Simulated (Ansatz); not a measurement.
# C3H4: how energies converge with the basis set

One table from this session's results is given with a row withheld; the runs are named, their logs left out.

Computed with Ansatz 0.2.0, Gaussian basis. Level: one geometry, several basis sets.

Levels to be run: PBE0-D4/def2-SVP; ωB97M-V/def2-SVP; PBE0-D4/def2-QZVPP; ωB97M-V/def2-QZVPP; CCSD(T)/cc-pV(D+d)Z; CCSD(T)/cc-pV(T+d)Z; CCSD(T)/cc-pV(Q+d)Z; the functionals' def2-TZVPP values are taken from earlier runs.

## The relaxed structure

All runs share one geometry, relaxed beforehand with PBE0-D4 in a triple-zeta def2 set.

SMILES `C=C=C`, 7 atoms, charge 0, spin multiplicity 1.

Atoms are counted from 1 here; the program's logs count them from 0.

Bond lengths: C1–C2 1.299 Å, C1–H4 1.085 Å, C1–H5 1.085 Å, C2–C3 1.299 Å, C3–H6 1.085 Å, C3–H7 1.085 Å. Angles: C2–C1–H4 121.1°, C2–C1–H5 121.1°, H4–C1–H5 117.7°, C1–C2–C3 180.0°, C2–C3–H6 121.1°, C2–C3–H7 121.1°, H6–C3–H7 117.7°.

The first run:

File in.yaml:

```yaml
crystal:
  periodic: [false, false, false]
  atoms:
    - {symbol: C, position_ang: [-1.034650, 0.320835, -0.706708]}
    - {symbol: C, position_ang: [0.008746, -0.009720, -0.006550]}
    - {symbol: C, position_ang: [1.052149, -0.340269, 0.693602]}
    - {symbol: H, position_ang: [-1.935115, -0.284239, -0.691818]}
    - {symbol: H, position_ang: [-1.035496, 1.211489, -1.326313]}
    - {symbol: H, position_ang: [1.825092, -0.980160, 0.280960]}
    - {symbol: H, position_ang: [1.180476, 0.014062, 1.711027]}
basis:
  gaussian: {orbitals: def2-SVP}
hamiltonian: {xc: pbe0, dispersion: d4}
output: {orbitals: {seedname: orbitals}}
```

Started as:

```
ansatz run in.yaml --threads 4 --pin off --events-out ev --progress --plain --max-ram 10444MiB
```

Steps of the session up to this table: PBE0-D4 in def2-SVP; ωB97M-V in def2-SVP; PBE0-D4 in def2-QZVPP; ωB97M-V in def2-QZVPP.

One of the session's tables, all rows but one given; the rest of the session is left out.

It belongs to the step «Functionals by basis». 

| functional | basis | HOMO (eV) | LUMO (eV) |
| --- | --- | --- | --- |
| PBE0-D4 | def2-SVP | ? | ? |
| PBE0-D4 | def2-TZVPP | -7.73 | 0.32 |
| PBE0-D4 | def2-QZVPP | -7.74 | 0.24 |
| ωB97M-V | def2-SVP | -9.91 | 2.73 |
| ωB97M-V | def2-TZVPP | -9.98 | 2.43 |
| ωB97M-V | def2-QZVPP | -9.99 | 2.15 |

Estimate the missing values for PBE0-D4, def2-SVP.

**Answer.** HOMO (eV): -7.66; LUMO (eV): 0.52. In the column «HOMO (eV)» it is the highest.
